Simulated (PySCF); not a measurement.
carbon disulfide anion (CS₂), SMILES S=C=S (connectivity only; charge and spin as stated), charge -1, multiplicity 2. Atoms are numbered in the order given.

```xyz
3

S      0.0000    -1.5491     0.0771
C      0.0000     0.0000    -0.4110
S      0.0000     1.5491     0.0771
```
Charge -1, spin multiplicity 2.

Coordinates come from a PBE0-D3(BJ)/def2-TZVPD optimisation. The multiplicity is an assumed one; other spin states were not compared.

Two levels are set side by side: PBE/pcH-1 (PySCF) and B3LYP/pcH-1 (PySCF). Contact hyperfine couplings, same geometry. Differences are taken from unrounded values.

```json
[
 {"quantity": "A(iso) of 33S, atom S1 (MHz)", "B3LYP": "19.2", "PBE": "17.1", "PBE minus B3LYP": "-2.1"},
 {"quantity": "A(iso) of 13C, atom C2 (MHz)", "B3LYP": "274.1", "PBE": "261.4", "PBE minus B3LYP": "-12.7"},
 {"quantity": "A(iso) of 33S, atom S3 (MHz)", "B3LYP": "19.2", "PBE": "17.1", "PBE minus B3LYP": "-2.1"}
]
```

Rough cost on one machine, each run with all the roots and properties that it gave: B3LYP against PBE within a factor of 2.
